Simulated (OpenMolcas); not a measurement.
## BH3S (SMILES BS): the energy, rung by rung

BH3S has 5 atoms, charge 0, and is taken as a singlet. SMILES: `BS`. The coordinates come from a PBE0-D4/def2-TZVP relaxation.

```xyz
5

B    -0.3921   -0.4210    0.0881
S     0.1617    1.2369   -0.1543
H    -1.5629   -0.5564    0.2642
H     0.3671   -1.3376    0.0742
H     1.4761    1.0044   -0.3136
```

Quantity: the energy change with the B1–S2 bond stretched from 1.765 to 3.529 Å, in eV. The values are calculated.

```json
{"level": "HF/STO-3G (restricted)", "kind": "Hartree–Fock", "program": "OpenMolcas", "value (eV)": "9.22", "less FCI/STO-3G": "+3.44", "CPU time (all runs)": "2.7 s"}
{"level": "SVWN5/STO-3G (restricted)", "kind": "LDA", "program": "OpenMolcas", "value (eV)": "7.77", "less FCI/STO-3G": "+1.99", "CPU time (all runs)": "7.9 s"}
{"level": "PBE0/STO-3G (restricted)", "kind": "global hybrid", "program": "OpenMolcas", "value (eV)": "7.92", "less FCI/STO-3G": "+2.14", "CPU time (all runs)": "7.3 s"}
{"level": "B2PLYP/STO-3G (restricted)", "kind": "double hybrid", "program": "OpenMolcas", "value (eV)": "7.27", "less FCI/STO-3G": "+1.49", "CPU time (all runs)": "6.7 s"}
{"level": "MP2/STO-3G (restricted)", "kind": "perturbation theory", "program": "OpenMolcas", "value (eV)": "7.14", "less FCI/STO-3G": "+1.36", "CPU time (all runs)": "2.8 s"}
{"level": "CASSCF(2,2)/STO-3G", "kind": "multireference", "program": "OpenMolcas", "value (eV)": "4.98", "less FCI/STO-3G": "-0.80", "CPU time (all runs)": "2.8 s"}
{"level": "ACPF/STO-3G (restricted)", "kind": "coupled cluster or CI", "program": "OpenMolcas", "value (eV)": "2.15", "less FCI/STO-3G": "-3.63", "CPU time (all runs)": "3 s"}
{"level": "FCI/STO-3G", "kind": "exact in the basis", "program": "OpenMolcas", "value (eV)": "5.78", "less FCI/STO-3G": "0.00", "CPU time (all runs)": "22 s"}
```

FCI/STO-3G is exact within its basis and frozen core, so for wave-function methods in that basis the difference is their error; functionals converge differently with the basis, so for them it is only a difference. Spin-restricted single references rise too steeply as a bond breaks, Hartree–Fock most of all. Perturbation and coupled-cluster corrections on them can overshoot downwards. The first shape isn't each level's own minimum. The values span 2.15 to 9.22 eV. All rows use very small basis sets, so even the best lies far from the true value. CPU times are rough (shared hosts, several kinds of processor): they show what a rung costs within a factor of a few.
